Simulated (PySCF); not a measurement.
Input of a driver script around PySCF for `O=C=CCF`, coordinates in Å (PBE0-D3(BJ)/def2-SVP geometry):
```
{"job": {"kind": "eom", "basis": "aug-cc-pVDZ", "nee": 0}, "charge": 0, "multiplicity": 1}
O      2.624218    -0.633624    -0.279831
C      1.622613    -0.094582    -0.059322
C      0.482500     0.504476     0.230685
C     -0.829678    -0.204818     0.190016
F     -1.524199     0.052026    -0.969160
H      0.531764     1.581312     0.412787
H     -0.686627    -1.294316     0.274848
H     -1.454085     0.126079     1.035707
```

**Question.** What does the run print?

**Answer.** 
```
E(HF) = -289.6496800113
E(MP2) = -290.4467163115
E(CCSD) = -290.4697048024
T1 diagnostic = 0.0156

EOM-IP-CCSD (eV)   Koopmans (eV)
   9.6506      10.2040
  12.8559      14.3235
  13.0035      14.7338
  15.0406      16.5757
  15.6634      17.8112
  16.2119      18.0849
  17.0678      19.3586
  17.2859      19.0171
```

Method used: CCSD and EOM-CCSD/aug-cc-pVDZ in PySCF, restricted Hartree–Fock reference, 5 core orbitals frozen, non-relativistic, gas phase, PBE0-D3(BJ)/def2-SVP geometry. Each EOM-IP line stands beside −ε of the orbital with the largest one-hole amplitude.

**Question.** What correlation energies follow, and how does the T1 diagnostic stand?

**Answer.** MP2 -0.79704 Eh, CCSD -0.82002 Eh; CCSD lies 23.0 mEh below MP2. T1 = 0.0156, below the customary warning level of 0.02.

**Question.** Which orbital leads each EOM-IP root, and how large is the one-hole share of its vector?

**Answer.** 9.65 eV: HOMO, one-hole share 0.96; 12.86 eV: HOMO-1, one-hole share 0.95; 13.00 eV: HOMO-2, one-hole share 0.95; 15.04 eV: HOMO-3, one-hole share 0.94; 15.66 eV: HOMO-4, one-hole share 0.89; 16.21 eV: HOMO-5, one-hole share 0.94; 17.07 eV: HOMO-7, one-hole share 0.94; 17.29 eV: HOMO-6, one-hole share 0.94.

The run took 2.3 min on one thread of an x86-64 server, on a shared host.

The values belong to the conformer `[O:1]=[C:2]=[CH:3][CH2:4][F:5]`: C2–C3–C4–F5 -100°.
